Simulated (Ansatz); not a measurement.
The input, for Ansatz 0.2.0:

```yaml
crystal:
  periodic: [false, false, false]
  atoms:
    - {symbol: Ta, position_ang: [0.000535, 0.000000, 0.356118]}
    - {symbol: Si, position_ang: [-0.052686, 0.000000, -2.052241]}
    - {symbol: H, position_ang: [0.050278, -1.239944, -2.857882]}
    - {symbol: H, position_ang: [0.050280, 1.239943, -2.857882]}
    - {symbol: H, position_ang: [1.271478, -0.000001, -1.031256]}
basis:
  gaussian: {orbitals: def2-SVP}
total_charge: 1
magnetization: {spin_polarized: false, initial_magnetization: 1}
correlation: {method: ccsd_t, electrons: outside_noble_gas}
accuracy: high
```

```sh
$ ansatz run in.yaml --threads 1 --pin off --events-out ev --progress --plain --max-ram 2393MiB
```

(1) Roughly how long does this take on 1 thread of Arm Neoverse V1, shared host, and how much host memory?

```
1380 factors; integrals over basis functions are off by at most 3.8e-9 eV
mean field evaluation 1: about -9426.8240 eV, gradient 2.7e1 eV
mean field evaluation 2: about -9426.8346 eV, gradient 2.7e1 eV
mean field evaluation 4: about -9430.5184 eV, gradient 3.0e0 eV
mean field evaluation 8: about -9430.6385 eV, gradient 2.2e-1 eV
mean field evaluation 16: about -9430.6482 eV, gradient 1.0e-1 eV
mean field evaluation 32: about -9430.7087 eV, gradient 1.2e-8 eV
mean field evaluation 64: about -9428.8647 eV, gradient 2.3e1 eV
mean field evaluation 96: about -9430.6742 eV, gradient 1.6e-1 eV
mean field evaluation 128: about -9430.7087 eV, gradient 4.3e-6 eV
mean field evaluation 160: about -9430.6949 eV, gradient 1.4e-8 eV
...
mean field -9430.71336049 eV, -346.5723236308 hartree, gradient 6.3e-8 eV, S^2 0.750000; 25 other end points of the search recorded, 0 dependent functions left out
...
determinant -9430.71336049 eV, -346.5723236308 hartree, with singles and doubles -9436.70884809 eV, -346.7926537364 hartree
determinant -9430.70872295 eV, -346.5721532044 hartree, with singles and doubles -9436.64005489 eV, -346.7901256329 hartree
determinant -9430.69493929 eV, -346.5716466642 hartree, with singles and doubles -9436.60949602 eV, -346.7890026151 hartree
determinant -9430.52609527 eV, -346.5654417611 hartree, with singles and doubles -9436.32543128 eV, -346.7785634285 hartree
determinant -9430.04544232 eV, -346.5477780909 hartree, with singles and doubles -9435.82278676 eV, -346.7600915832 hartree
determinant -9430.03528696 eV, -346.5474048883 hartree, with singles and doubles -9435.79826022 eV, -346.7591902492 hartree
determinant -9429.96495739 eV, -346.5448203243 hartree, with singles and doubles -9435.76830559 eV, -346.7580894371 hartree
determinant -9429.81260604 eV, -346.5392215154 hartree, with singles and doubles -9435.55390566 eV, -346.7502103849 hartree
determinant -9429.78213345 eV, -346.5381016682 hartree, with singles and doubles -9435.66864657 eV, -346.7544270354 hartree
determinant -9430.71336049 eV, -346.5723236308 hartree, with singles and doubles -9436.81779717 eV, -346.7966575412 hartree
determinant -9430.70872295 eV, -346.5721532044 hartree, with singles and doubles -9436.53916153 eV, -346.7864178704 hartree
determinant -9430.69493929 eV, -346.5716466642 hartree, with singles and doubles -9436.62353850 eV, -346.7895186666 hartree
determinant -9430.52609527 eV, -346.5654417611 hartree, with singles and doubles -9436.37328726 eV, -346.7803221031 hartree
...
unrestricted determinant -9431.73647114 eV, -346.6099222536 hartree, S^2 1.7709
9 core orbitals not correlated: weight in the atoms' cores, before any rotation towards them, 0.999 or more for the frozen orbitals, at most 0.001 for the correlated occupied ones
reference -9430.71336049 eV, -346.5723236308 hartree; 6, 5 occupied and 50, 51 virtual orbitals, 1380 factors
second order -4.90229802 eV of doubles, -0.00632644 eV of singles
...
cycle 222  -6.10441387 eV  change  -5.1e-11 eV  update  9.7e-10
cycle 223  -6.10441387 eV  change  -1.3e-10 eV  update  9.6e-10
cycle 224  -6.10441387 eV  change  -9.3e-11 eV  update  9.6e-10
cycle 225  -6.10441387 eV  change   4.0e-11 eV  update  9.6e-10
cycle 226  -6.10441387 eV  change  -7.0e-13 eV  update  9.6e-10
cycle 227  -6.10441387 eV  change  -9.7e-11 eV  update  9.6e-10
cycle 228  -6.10441387 eV  change  -1.1e-10 eV  update  9.6e-10
cycle 229  -6.10441387 eV  change  -3.4e-10 eV  update  9.5e-10
cycle 230  -6.10441387 eV  change  -5.5e-11 eV  update  9.5e-10
cycle 231  -6.10441387 eV  change   8.4e-11 eV  update  9.5e-10
perturbative correction -0.35617257 eV, -0.0130891006 hartree
Total energy: -9437.17394693 eV, -346.8097458036 hartree
```

The T1 diagnostic is 0.140.

## Answers

(1) 6 min wall and 0.38 GiB.
